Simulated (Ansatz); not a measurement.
**Worked example: OH, quartet against OH, doublet**

Geometry (PBE0/def2-TZVP stationary point of a doublet), kept for both states (OH, doublet: Π; OH, quartet: Σ⁻):

```csv
atom,x (Å),y (Å),z (Å)
O,0.0000,0.0000,0.0000
H,0.0000,0.0000,0.9731
```

Basis cc-pVTZ; Ansatz 0.2.0. Correlated methods freeze the noble-gas cores. Prefix R: restricted or restricted open-shell reference; prefix U: unrestricted.

Full CI is exact within this basis and frozen core; it isn't the basis-set limit. The frozen core follows each run's orbitals, which can shift R against U totals by a few meV.

| level | E(OH, doublet) (hartree) | E(OH, quartet) (hartree) |
| --- | --- | --- |
| UHF | -75.419127 | -75.178790 |
| UMP2 | -75.618877 | -75.330951 |
| UCCSD(T) | -75.637720 | -75.352324 |
| PBE | -75.677206 | -75.387513 |
| r2SCAN | -75.725663 | -75.438055 |
| full CI | -75.638137 | -75.352605 |

Question: Give the vertical gap, OH quartet less OH doublet, at each level in eV (1 hartree = 27.2114 eV), and each error against full CI.

Answer: full CI: (-75.352605 − (-75.638137)) × 27.2114 = 7.770 eV (the reference)
r2SCAN: (-75.438055 − (-75.725663)) × 27.2114 = 7.826 eV, error 0.056 eV
PBE: (-75.387513 − (-75.677206)) × 27.2114 = 7.883 eV, error 0.113 eV
UCCSD(T): (-75.352324 − (-75.637720)) × 27.2114 = 7.766 eV, error -0.004 eV
UMP2: (-75.330951 − (-75.618877)) × 27.2114 = 7.835 eV, error 0.065 eV
UHF: (-75.178790 − (-75.419127)) × 27.2114 = 6.540 eV, error -1.230 eV

Total energies of functionals can't be set beside those of wave-function methods, since they hold the core's correlation and their own absolute errors; only the differences compare.

Each level lands on the state that its own search finds. T1 diagnostics of restricted CCSD: 0.012 and 0.014.
